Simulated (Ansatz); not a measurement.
Worked example: correlation energy of BH3, triplet

Geometry: a point of a stretch scan, not a stationary point.

```tsv
atom	x (Å)	y (Å)	z (Å)
B	-0.1037	0.0000	0.1036
H	0.3226	0.5391	-0.9773
H	0.4666	0.0000	0.8433
H	0.3226	-0.5391	-0.9773
```

Basis cc-pVDZ; Ansatz 0.2.0. Only valence electrons are correlated (noble-gas cores frozen), which leaves 6 electrons in 28 orbitals. Prefix R: restricted or restricted open-shell reference; prefix U: unrestricted.

Full CI is exact within this basis and frozen core; it isn't the basis-set limit. The frozen core follows each run's orbitals, which can shift R against U totals by a few meV.

Runs differ by some tens of microhartree through their thresholds and, for an open shell, their frozen cores, so steps under 0.1 kcal/mol mean nothing.

```json
{"level": "UHF", "total energy (hartree)": "-26.210260"}
{"level": "UMP2", "total energy (hartree)": "-26.293730"}
{"level": "UCCSD", "total energy (hartree)": "-26.314704"}
{"level": "UCCSD(T)", "total energy (hartree)": "-26.316521"}
{"level": "UCCSDT", "total energy (hartree)": "-26.316969"}
{"level": "UCCSDT(Q)", "total energy (hartree)": "-26.317009"}
{"level": "full CI", "total energy (hartree)": "-26.317002"}
```

Task: What is the correlation energy at full CI, and what share of it do UMP2 and UCCSD(T) recover?

Result: E(corr) = -26.317002 − (-26.210260) = -0.106742 hartree = -2.905 eV. UMP2: -0.083470 / -0.106742 = 78.20 %. UCCSD(T): -0.106261 / -0.106742 = 99.55 %.

Task: By how many kcal/mol does UCCSD(T) miss full CI (1 hartree = 627.509 kcal/mol), and which steps make up the rest?

Result: -26.316521 − (-26.317002) = 0.000481 hartree = 0.30 kcal/mol. Steps: UCCSDT − UCCSD(T) = -0.28, UCCSDT(Q) − UCCSDT = -0.03, full CI − UCCSDT(Q) = 0.00 kcal/mol. That is within 1 kcal/mol of the reference in this basis, which itself misses far more of the correlation at the basis-set limit.
